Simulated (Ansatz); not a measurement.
fcc Al was calculated with LDA (PAW; Ansatz, a quantum-chemistry and plane-wave program).

A relaxed, unreconstructed slab of the (110) face has 12 atoms, two equal faces of 11.224 Å² each and an energy of -6152.9154 eV. A bulk cell of 2 atoms with the same orientation and in-plane k mesh has -1025.7576 eV. Energies are extrapolated to zero smearing.

Numerical settings: plane-wave cutoff 500 eV, 14×20×1 k mesh (along the axes of the cell as run), Fermi–Dirac smearing 0.1 eV, scalar-relativistic PAW data made under PBE.

Worked out: γ = (E_slab − N E_bulk per atom)/2A = [-6152.9154 − 12 × (-1025.7576/2)]/(2 × 11.224) = 0.0726 eV/Å². With 16.022 J/m² per eV/Å² this is 1.16 J/m², or 0.82 eV per surface cell and face.
